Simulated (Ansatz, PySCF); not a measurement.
System: C₄H₅ (charge 0, doublet). It need not be the lowest isomer of its formula. SMILES: C=C1[CH]C1
Coordinates optimised at B3LYP-D3(BJ)/def2-TZVP (Ansatz, a first-principles code):
```
C
C 1 1.3445
C 1 1.3564 2 151.48
H 2 1.0747 1 149.92 3 0.00
H 3 1.0811 1 121.15 2 180.00
H 3 1.0824 5 118.05 1 -180.00
C 2 1.4870 4 146.10 1 -180.00
H 7 1.0898 2 119.47 4 -73.81
H 7 1.0898 8 113.46 2 -149.46
```
Charge 0, spin multiplicity 2.

Property: atomisation energy (electronic, to ground-state atoms), in kJ/mol. Correlated levels leave the core frozen unless marked. Open shells are spin-unrestricted. No spin-orbit coupling. Non-relativistic. The coupled-cluster limit lacks core correlation, which all-electron functionals hold. Basis-set limits of correlation are two-point, X^-3; Hartree-Fock from the larger set. [CCSD(T)-MP2]/basis is that difference in the basis named.

| level | program | atomisation energy (kJ/mol) | minus last row |
|---|---|---|---|
| HF-D3(BJ)/def2-TZVPD | PySCF + dftd3 | 2885.7 | -812.7 |
| B3LYP/def2-TZVPD | Ansatz | 3710.9 | 12.5 |
| TPSSh/def2-TZVPD | PySCF | 3747.1 | 48.7 |
| CAM-B3LYP-D3(BJ)/def2-TZVPD | Ansatz + dftd3 | 3737.7 | 39.3 |
| B2GP-PLYP-D3(BJ)/def2-TZVPD | Ansatz + dftd3 | 3674.1 | -24.3 |
| RPA@PBE/cc-pVTZ | Ansatz | 3430.5 | -267.9 |
| SCS-MP2/6-31G* | Ansatz | 3392.6 | -305.8 |
| CCSD(T)/STO-3G | Ansatz | 3759.9 | 61.5 |
| CCSD(T)/cc-pVDZ | Ansatz | 3422.6 | -275.8 |
| RI-MP2/CBS(cc-pVTZ,cc-pVQZ)+[CCSD(T)-MP2]/cc-pVTZ | Ansatz | 3698.4 | 0.0 |

The UHF reference is spin-contaminated (<S^2> 0.19 over the pure value in the largest basis).
